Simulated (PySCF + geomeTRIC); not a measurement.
A geometry relaxed with B3LYP-D3(BJ)/def2-TZVP (PySCF + geomeTRIC), charge 0, multiplicity 1:

```xyz
8

C     -0.9613    -0.0988     0.0000
H     -1.1847    -0.4515     1.0076
H      2.2188    -0.3318     0.1585
H     -1.1359    -0.9313    -0.6828
O      0.8687     1.4283    -0.3816
H     -1.6069     0.7358    -0.2556
O      1.3171    -0.6820     0.2321
C      0.4743     0.3326    -0.0811
```

Question: Write the SMILES of this molecule.

Answer: `CC(=O)O`
